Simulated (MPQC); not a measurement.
# quartet PO, step by step

Aim: the energy (quartet PO, ZAPT2/STO-3G), then a single-point energy (doublet PO, ZAPT2/cc-pVDZ), then a single-point energy (quartet PO, ZAPT2/cc-pVDZ), then the energy (doublet PO, ZAPT2/cc-pVTZ), then the energy (quartet PO, ZAPT2/cc-pVTZ), then a single-point energy (doublet PO, ZAPT2/cc-pVQZ), then a single-point energy (quartet PO, ZAPT2/cc-pVQZ) of OP. 

Program for the calculation: MPQC 2.3.1.

2 further runs of the same task are left out: 1 that didn't finish, 1 set aside as unsound or not needed.

**1. The system as given**

The species is PO (2 atoms), meant as a quartet with charge 0. SMILES of the parent species: `O=[P]`. Geometry: relaxed at GFN2-xTB. That shape belongs to the parent species and isn't relaxed for this state.

Bond lengths: O1–P2 1.455 Å.

**2. The energy at ZAPT2/STO-3G (run 1)**

Input file run.in:

```
% emacs should use -*- KeyVal -*- mode
molecule<Molecule>: (
   symmetry = c1
   unit = angstrom
   { atoms geometry } = {
      O  [ 0.000000       0.000000       0.000000 ]
      P  [ 0.000000       0.000000       1.455090 ]
   }
)
basis<GaussianBasisSet>: (
   name = "STO-3G"
   molecule = $:molecule
   basisdir = "."
   puream = yes
)
mpqc: (
   checkpoint = no
   savestate = no
   restart = no
   do_energy = yes
   do_gradient = no
   optimize = no
   mole<MBPT2>: (
      molecule = $:molecule
      basis = $:basis
      memory = 1000000000
      method = zapt
      nfzc = 6
      reference<HSOSHF>: (
         molecule = $:molecule
         basis = $:basis
         total_charge = 0
         multiplicity = 4
         memory = 1000000000
         print_evals = yes
         maxiter = 70
         value_accuracy = 1e-08
         guess_wavefunction<HSOSHF>: (
            molecule = $:molecule
            total_charge = 0
            multiplicity = 4
            memory = 1000000000
            value_accuracy = 1e-3
            basis<GaussianBasisSet>: (
               name = "STO-2G"
               molecule = $:molecule
            )
         )
      )
   )
)
```

The basis set STO-3G is read from a file made from the Basis Set Exchange's data (not shown).

Command:

```sh
$ mpqc run.in > run.out
```

Output:

```text
MPQC: Massively Parallel Quantum Chemistry
[...]
   npass  rest  nbasis  nshell  nfuncmax  ndocc  nsocc  nvir  nfzc  nfzv
[...]
  LUMO is    14   A =   0.683476
  total scf energy = -410.5512369226
[...]
Value of the MolecularEnergy: -410.5844712136
[...]
        symmetry = c1
[...]
```

Wall time 0.1 s (1 thread of Arm Neoverse V1, shared host).

**3. The doublet: the energy at ZAPT2/cc-pVDZ (run 2)**

Changes to run.in since step 2:

```diff
@@ -10,3 +10,3 @@
 basis<GaussianBasisSet>: (
-   name = "STO-3G"
+   name = "cc-pVDZ"
    molecule = $:molecule
@@ -32,3 +32,3 @@
          total_charge = 0
-         multiplicity = 4
+         multiplicity = 2
          memory = 1000000000
@@ -40,3 +40,3 @@
             total_charge = 0
-            multiplicity = 4
+            multiplicity = 2
             memory = 1000000000
```

The basis set cc-pVDZ is read from a file made from the Basis Set Exchange's data (not shown).

Command:

```sh
$ mpqc run.in > run.out
```

Output:

```text
MPQC: Massively Parallel Quantum Chemistry
[...]
   npass  rest  nbasis  nshell  nfuncmax  ndocc  nsocc  nvir  nfzc  nfzv
[...]
  LUMO is    13   A =   0.034798
  total scf energy = -415.5592935243
[...]
Value of the MolecularEnergy: -415.8463108972
[...]
        symmetry = c1
[...]
```

It took 1.8 s on 1 thread of Arm Neoverse V1, shared host.

**4. A single-point energy at ZAPT2/cc-pVDZ (run 3)**

Changes to run.in since step 3:

```diff
@@ -32,3 +32,3 @@
          total_charge = 0
-         multiplicity = 2
+         multiplicity = 4
          memory = 1000000000
@@ -40,3 +40,3 @@
             total_charge = 0
-            multiplicity = 2
+            multiplicity = 4
             memory = 1000000000
```

The basis set cc-pVDZ is read from a file made from the Basis Set Exchange's data (not shown).

Command:

```sh
$ mpqc run.in > run.out
```

Output:

```text
MPQC: Massively Parallel Quantum Chemistry
[...]
   npass  rest  nbasis  nshell  nfuncmax  ndocc  nsocc  nvir  nfzc  nfzv
[...]
  LUMO is    14   A =   0.212556
  total scf energy = -415.4200545465
[...]
Value of the MolecularEnergy: -415.6785200833
[...]
        symmetry = c1
[...]
```

It took 2.6 s on 1 thread of Arm Neoverse V1, shared host.

Runs 4 to 6 aren't shown in full; the table further down has their settings and results.

**5. A single-point energy at ZAPT2/cc-pVQZ (run 7)**

Changes to run.in since step 4:

```diff
@@ -10,3 +10,3 @@
 basis<GaussianBasisSet>: (
-   name = "cc-pVDZ"
+   name = "cc-pVQZ"
    molecule = $:molecule
```

The basis set cc-pVQZ is read from a file made from the Basis Set Exchange's data (not shown).

Command:

```sh
$ mpqc run.in > run.out
```

Output:

```text
MPQC: Massively Parallel Quantum Chemistry
[...]
   npass  rest  nbasis  nshell  nfuncmax  ndocc  nsocc  nvir  nfzc  nfzv
[...]
  LUMO is    14   A =   0.141882
  total scf energy = -415.4938567197
[...]
Value of the MolecularEnergy: -415.8435452069
[...]
        symmetry = c1
[...]
```

Run time: 1.9 min. Hardware: 1 thread of Arm Neoverse V1, shared host; peak memory 0.5 GiB.

**6. The series**

```tsv
run	level	partner	energy (Eh)	correlation energy (mEh)	wall time
1	ZAPT2/STO-3G	other spin	-410.584471	-33.2	0.1 s
2	ZAPT2/cc-pVDZ	base	-415.846311	-287.0	1.8 s
3	ZAPT2/cc-pVDZ	other spin	-415.678520	-258.5	2.6 s
4	ZAPT2/cc-pVTZ	base	-415.974200	-360.1	8.1 s
5	ZAPT2/cc-pVTZ	other spin	-415.804044	-324.8	13 s
6	ZAPT2/cc-pVQZ	base	-416.014855	-387.5	64 s
7	ZAPT2/cc-pVQZ	other spin	-415.843545	-349.7	1.9 min
```

**7. Outcome**

| quantity | value |
| --- | --- |
| run 7, ZAPT2/cc-pVQZ: total energy | -415.84355 Eh |
| run 7, ZAPT2/cc-pVQZ: correlation energy (6 core orbitals frozen) | -349.7 mEh |

In run 1 the basis is minimal, so the values are rough. All runs together took 3.4 min, the longest 1.9 min.
